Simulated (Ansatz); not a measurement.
Geometry optimisation, RHF/def2-SVP in Ansatz 0.2.0.

The input (input.yaml):

```yaml
crystal:
  periodic: [false, false, false]
  atoms:
    - { symbol: F, position_ang: [-1.0708, -0.7438, 0.8886] }
    - { symbol: C, position_ang: [0.2922, -0.5693, 0.1135] }
    - { symbol: Cl, position_ang: [0.3145, -1.7717, -1.1271] }
    - { symbol: H, position_ang: [1.0165, -0.7939, 0.8952] }
    - { symbol: C, position_ang: [0.0096, 0.8492, -0.2256] }
    - { symbol: H, position_ang: [0.6998, 1.5586, 0.2036] }
    - { symbol: H, position_ang: [-0.1813, 1.0405, -1.2695] }
    - { symbol: H, position_ang: [-1.0804, 0.4303, 0.5213] }
basis:
  gaussian: { orbitals: def2-SVP }
hamiltonian:
  xc: hf
relax:
  f_tol: 0.15
  max_steps: 25
  restrain:
    - { distance: [0, 7], at: 0.88, k: 30.0 }
    - { distance: [0, 1], at: 2.63, k: 30.0 }
    - { distance: [4, 7], at: 2.37, k: 30.0 }
```

Command:

```bash
$ ansatz run input.yaml --threads 1 --pin off --max-ram 2048MiB --backend cpu --events-out ev --progress --plain --runs-dir out
```

Task: Where does it end, and by what steps?

Result: The run converged. The restraints hold the end off the free minimum. After 12 steps the energy has fallen by 2.608 eV (the restraints' own energy left out); F1 moved furthest, 0.73 Å. Parted: F1–C2. Joined: F1–H8.

```csv
step,energy less start (eV),largest force component (eV/Å),accepted
0,0.0000,3.845,yes
1,0.4657,4.871,yes
2,-1.5383,5.390,yes
3,-2.2188,3.703,yes
4,-2.5164,1.437,yes
5,-2.5920,0.379,yes
6,-2.5977,0.427,yes
7,-2.5699,1.685,no
8,-2.6067,0.592,yes
9,-2.6035,0.812,no
10,-2.6098,0.458,yes
11,-2.5941,0.709,no
12,-2.6080,0.690,yes
```

```xyz
8
Properties=species:S:1:pos:R:3
F -1.539 -0.632 1.435
C 0.584 -0.423 -0.132
Cl 0.323 -1.740 -1.223
H 0.898 -0.740 0.850
C 0.417 0.839 -0.475
H 0.613 1.620 0.249
H 0.105 1.128 -1.469
H -1.401 -0.052 0.765
```

Time of the run: 32 s on 1 thread of Arm Neoverse N1, with other jobs on the host, peak memory 0.14 GiB.
